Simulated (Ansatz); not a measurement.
(1) Predict a relaxed structure of [BH4]- (BH4⁻), charge -1, singlet, at PBE0-D4/def2-TZVPD (Ansatz).

Answers

(1) 
```xyz
5

B     0.000    0.000    0.000
H    -0.360    0.729   -0.936
H    -0.059    0.634    1.064
H     1.165   -0.376   -0.193
H    -0.747   -0.987    0.066
```
Point group Td (tolerance 0.1 Å). This is one stationary point.
